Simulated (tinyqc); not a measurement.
Worked calculation (part 3 of 3): UHF in the sto-6g basis, for NH3, spin multiplicity 1. Computed by tinyqc, a small Python program that keeps every step (integrals from PySCF). Command: `OMP_NUM_THREADS=1 python tinyqc.py 27625 27626 out.jsonl` (the two numbers bound the seeds that draw the settings). One thread of a shared host (Intel(R) Xeon(R) Processor @ 2.60GHz), about 0.2 s of CPU time with the checks.

Geometry (angstrom):

| atom | x | y | z |
|---|---|---|---|
| N | 0.00000 | 0.00000 | 0.14500 |
| H | 0.99500 | 0.00000 | 0.00000 |
| H | -0.49800 | 0.86200 | 0.00000 |
| H | -0.49800 | -0.86200 | 0.00000 |

## Iteration 11 (converged): orbitals

converged F(alpha) (hartree), lower triangle:
```
            1N 1s     1N 2s    1N 2px    1N 2py    1N 2pz     2H 1s     3H 1s     4H 1s
1N 1s   -15.46794
1N 2s    -3.73842  -1.82441
1N 2px   -0.00001  -0.00012  -0.33209
1N 2py    0.00000   0.00000   0.00000  -0.33175
1N 2pz    0.01102   0.04821   0.00003   0.00000  -0.32149
2H 1s    -1.00131  -0.86986  -0.45744   0.00000   0.08595  -0.52030
3H 1s    -1.00016  -0.86921   0.22875  -0.39598   0.08588  -0.29645  -0.51972
4H 1s    -1.00016  -0.86921   0.22875   0.39598   0.08588  -0.29645  -0.29633  -0.51972
```

converged F(beta) (hartree), lower triangle:
```
            1N 1s     1N 2s    1N 2px    1N 2py    1N 2pz     2H 1s     3H 1s     4H 1s
1N 1s   -15.46794
1N 2s    -3.73842  -1.82441
1N 2px   -0.00001  -0.00012  -0.33210
1N 2py    0.00000   0.00000   0.00000  -0.33176
1N 2pz    0.01102   0.04822   0.00003   0.00000  -0.32150
2H 1s    -1.00131  -0.86986  -0.45744   0.00000   0.08595  -0.52030
3H 1s    -1.00016  -0.86921   0.22875  -0.39598   0.08588  -0.29645  -0.51972
4H 1s    -1.00016  -0.86921   0.22875   0.39598   0.08588  -0.29645  -0.29633  -0.51972
```

X, lower triangle:
```
           1N 1s     1N 2s    1N 2px    1N 2py   1N 2pz     2H 1s     3H 1s    4H 1s
1N 1s    1.02362
1N 2s   -0.15010   1.42198
1N 2px   0.00000   0.00014   1.17296
1N 2py   0.00000   0.00000   0.00000   1.17268
1N 2pz   0.00392  -0.05024  -0.00002   0.00000  1.00629
2H 1s    0.02055  -0.33081  -0.33225   0.00000  0.04153   1.26119
3H 1s    0.02054  -0.33040   0.16607  -0.28742  0.04146  -0.05214   1.26076
4H 1s    0.02054  -0.33040   0.16607   0.28742  0.04146  -0.05214  -0.05210  1.26076
```

Diagonalise F' = X^T F X, C = X C', fill 5 alpha and 5 beta electrons from the bottom; D(s) = C_occ C_occ^T. Each column has its largest component positive (the first on a tie).

F' = X^T F X (alpha) (hartree), lower triangle:
```
           1         2         3         4         5         6         7        8
1  -15.21096
2   -1.91828  -0.65131
3    0.00003   0.00005   0.04084
4    0.00000   0.00000   0.00000   0.04074
5    0.01517  -0.04097  -0.00001   0.00000  -0.30804
6   -0.18269  -0.48953  -0.55341   0.00000   0.07412   0.07776
7   -0.18231  -0.48906   0.27670  -0.47896   0.07403  -0.08038   0.07758
8   -0.18231  -0.48906   0.27670   0.47896   0.07403  -0.08038  -0.08027  0.07758
```

orbital energies (alpha) (hartree): MO1 -15.47109, MO2 -1.05662, MO3 -0.58083, MO4 -0.58058, MO5 -0.32255, MO6 0.59690, MO7 0.77917, MO8 0.77979

coefficients C (alpha):
```
             MO1       MO2       MO3       MO4       MO5       MO6       MO7       MO8
1N 1s    0.99604  -0.21234   0.00002   0.00000  -0.03451  -0.18229   0.00000  -0.00022
1N 2s    0.02018   0.74170  -0.00018   0.00000   0.18475   1.33798   0.00000   0.00197
1N 2px   0.00000   0.00012   0.58939   0.00000   0.00005  -0.00120   0.00000   1.09270
1N 2py   0.00000   0.00000   0.00000   0.58942   0.00000   0.00000   1.09224   0.00000
1N 2pz  -0.00154  -0.05811  -0.00004   0.00000   0.98282  -0.22583   0.00000  -0.00033
2H 1s   -0.00423   0.16626   0.47985   0.00000  -0.04877  -0.72536   0.00000  -1.01565
3H 1s   -0.00422   0.16607  -0.24007   0.41572  -0.04878  -0.72660  -0.87840   0.50644
4H 1s   -0.00422   0.16607  -0.24007  -0.41572  -0.04878  -0.72660   0.87840   0.50644
```

F' = X^T F X (beta) (hartree), lower triangle:
```
           1         2         3         4         5         6         7        8
1  -15.21096
2   -1.91828  -0.65131
3    0.00003   0.00005   0.04084
4    0.00000   0.00000   0.00000   0.04074
5    0.01517  -0.04096  -0.00001   0.00000  -0.30804
6   -0.18269  -0.48953  -0.55341   0.00000   0.07412   0.07776
7   -0.18231  -0.48906   0.27670  -0.47896   0.07403  -0.08038   0.07758
8   -0.18231  -0.48906   0.27670   0.47896   0.07403  -0.08038  -0.08027  0.07758
```

orbital energies (beta) (hartree): MO1 -15.47109, MO2 -1.05662, MO3 -0.58083, MO4 -0.58058, MO5 -0.32255, MO6 0.59690, MO7 0.77917, MO8 0.77979

coefficients C (beta):
```
             MO1       MO2       MO3       MO4       MO5       MO6       MO7       MO8
1N 1s    0.99604  -0.21234   0.00002   0.00000  -0.03451  -0.18229   0.00000  -0.00022
1N 2s    0.02018   0.74170  -0.00017   0.00000   0.18474   1.33798   0.00000   0.00197
1N 2px   0.00000   0.00012   0.58939   0.00000   0.00005  -0.00120   0.00000   1.09270
1N 2py   0.00000   0.00000   0.00000   0.58942   0.00000   0.00000   1.09224   0.00000
1N 2pz  -0.00154  -0.05811  -0.00004   0.00000   0.98282  -0.22583   0.00000  -0.00033
2H 1s   -0.00423   0.16626   0.47985   0.00000  -0.04876  -0.72536   0.00000  -1.01566
3H 1s   -0.00422   0.16607  -0.24007   0.41571  -0.04878  -0.72660  -0.87840   0.50644
4H 1s   -0.00422   0.16607  -0.24007  -0.41571  -0.04878  -0.72660   0.87840   0.50644
```

D(alpha) after iteration 11, lower triangle:
```
           1N 1s     1N 2s    1N 2px    1N 2py    1N 2pz     2H 1s     3H 1s    4H 1s
1N 1s    1.03837
1N 2s   -0.14377   0.58466
1N 2px  -0.00001  -0.00001   0.34738
1N 2py   0.00000   0.00000   0.00000   0.34741
1N 2pz  -0.02311   0.13844   0.00001   0.00000   0.96932
2H 1s   -0.03782   0.11414   0.28284   0.00000  -0.05760   0.26030
3H 1s   -0.03779   0.11412  -0.14148   0.24503  -0.05757  -0.08519   0.26043
4H 1s   -0.03779   0.11412  -0.14148  -0.24503  -0.05757  -0.08519  -0.08521  0.26043
```

D(beta) after iteration 11, lower triangle:
```
           1N 1s     1N 2s    1N 2px    1N 2py    1N 2pz     2H 1s     3H 1s    4H 1s
1N 1s    1.03837
1N 2s   -0.14377   0.58466
1N 2px  -0.00001  -0.00001   0.34738
1N 2py   0.00000   0.00000   0.00000   0.34742
1N 2pz  -0.02311   0.13844   0.00001   0.00000   0.96932
2H 1s   -0.03782   0.11414   0.28284   0.00000  -0.05760   0.26029
3H 1s   -0.03779   0.11412  -0.14148   0.24503  -0.05757  -0.08519   0.26043
4H 1s   -0.03779   0.11412  -0.14148  -0.24503  -0.05757  -0.08519  -0.08521  0.26043
```

## Convergence

Stop when the energy changes by less than 1e-09 hartree and every element of the error matrix X^T (F D S - S D F) X (for each spin) is below 9e-06.

Course of the cycle:

| iteration | E (hartree) | change | largest element of the error matrix |
|---|---|---|---|
| 1 | -53.4252868 | - | 3.61e-01 |
| 2 | -55.9079153 | -2.48e+00 | 8.59e-02 |
| 3 | -55.9596898 | -5.18e-02 | 4.37e-02 |
| 4 | -55.9757150 | -1.60e-02 | 8.74e-03 |
| 5 | -55.9764271 | -7.12e-04 | 8.87e-04 |
| 6 | -55.9764362 | -9.10e-06 | 4.64e-04 |
| 7 | -55.9764376 | -1.36e-06 | 1.76e-04 |
| 8 | -55.9764377 | -1.47e-07 | 4.11e-05 |
| 9 | -55.9764377 | -7.48e-09 | 9.85e-06 |
| 10 | -55.9764377 | -1.15e-09 | 2.30e-06 |
| 11 | -55.9764377 | -5.56e-11 | 8.62e-07 |

PySCF UHF in the same basis, after a stability check = -55.9764377 hartree

Converged in 11 iterations.

## Populations, bond orders and dipole

overlap S, lower triangle:
```
          1N 1s    1N 2s    1N 2px    1N 2py    1N 2pz    2H 1s    3H 1s    4H 1s
1N 1s   1.00000
1N 2s   0.22942  1.00000
1N 2px  0.00000  0.00000   1.00000
1N 2py  0.00000  0.00000   0.00000   1.00000
1N 2pz  0.00000  0.00000   0.00000   0.00000   1.00000
2H 1s   0.06114  0.50008   0.43697   0.00000  -0.06368  1.00000
3H 1s   0.06107  0.49976  -0.21851   0.37823  -0.06362  0.18447  1.00000
4H 1s   0.06107  0.49976  -0.21851  -0.37823  -0.06362  0.18447  0.18446  1.00000
```

Mulliken: Z minus the diagonal of D S on the atom; Loewdin: the same with S^(1/2) D S^(1/2); Mayer order: 2 sum_s sum (D(s) S)_ij (D(s) S)_ji over the two atoms.

Charges (e):

| atom | Mulliken | Loewdin | Mulliken spin |
|---|---|---|---|
| 1N | -0.53432 | -0.35918 | -8.35e-06 |
| 2H | 0.17822 | 0.11977 | 3.53e-06 |
| 3H | 0.17805 | 0.11970 | 2.41e-06 |
| 4H | 0.17805 | 0.11970 | 2.41e-06 |

Mayer bond orders:

| pair | order |
|---|---|
| 2-1 | 0.94290 |
| 3-1 | 0.94297 |
| 3-2 | 0.01267 |
| 4-1 | 0.94297 |
| 4-2 | 0.01267 |
| 4-3 | 0.01266 |

dipole moment about the origin, x y z (debye): -0.00037  0.00000  -0.82333

<S^2> of the determinant (pure state: 0) = 2.13e-11
